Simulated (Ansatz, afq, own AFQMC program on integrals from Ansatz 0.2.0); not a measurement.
**Where AFQMC and coupled cluster stand for BGeH$_{3}$, triplet**

```xyz
5

Ge    0.0000    0.0153    0.2548
B     0.0000   -0.1694   -1.6836
H     0.0000    1.3104    1.0937
H     0.0000   -1.1983    1.1926
H     0.0000    0.6029   -2.5878
```

Connectivity, by distances: GeH2–BH.

Basis cc-pVDZ. Noble-gas cores (and the filled d shells of Ga–Kr and In–Xe) are frozen. Integrals, coupled cluster, full CI and functionals: Ansatz 0.2.0; the random walks run on the same integrals in our own AFQMC program. ph-AFQMC/CISD is guided by a CISD state made of CCSD amplitudes; releasing the constraint for a short imaginary time cuts its bias at the price of noise, slowly where states lie close. Uncertainties: one standard error, sampling alone. No spin–orbit coupling.

Determinant: UHF, the one that the program's search chose, which needn't be the lowest solution. The geometry is a PBE0/def2-TZVP stationary point of this or a neighbouring charge and spin state.

No full CI on the walks' own integrals is used here; CCSDT(Q) serves as the reference and is uncertain by about the last step of the cluster series.

Cautions: no relativity below Rb; no spin-orbit coupling; inner d shell frozen; lower spins were not checked.

- T1 diagnostic: 0.0173
- weight of the determinant in the CISD state: 0.891
- ⟨S²⟩ of the determinant: 2.012
- size of the correlated space: 10 electrons in 41 orbitals

```csv
level,correlation energy (eV)
MP2,-3.9322
CCSD,-4.9148
CCSD(T),-5.0470
```

Estimate where phaseless AFQMC with the Hartree–Fock trial lies against CCSD(T) on the same integrals.

1.6 ± 1.7 kJ/mol below CCSD(T). The gap is under twice the noise, so this walk alone can't tell the two apart.

Reference: CCSDT(Q), correlation energy -5.084 eV. The released energy is read at 2.40 1/Eh (meV from the phaseless value at times in 1/Eh: -2.3 ± 1.9 at 0.24, -4.2 ± 1.8 at 0.51, -6.4 ± 1.6 at 0.99, -7.7 ± 1.8 at 1.62, -8.9 ± 2.0 at 2.40).

```tsv
level	E − E(reference) (kJ/mol)	share of correlation (%)
CCSD(T)	3.6	99.26
CCSDT	0.6	99.89
ph-AFQMC/HF	2.0 ± 1.7	99.60
ph-AFQMC/CISD	1.0 ± 0.2	99.79
released AFQMC	0.2 ± 0.2	99.96
```

A walk keeps the symmetry of its determinant, which the program's search chose and which needn't be the lowest solution, so a lower state of the same spin and another symmetry isn't excluded. Released energies are given only where the last usable release times agree within the noise; a slower fall can still hide under it.
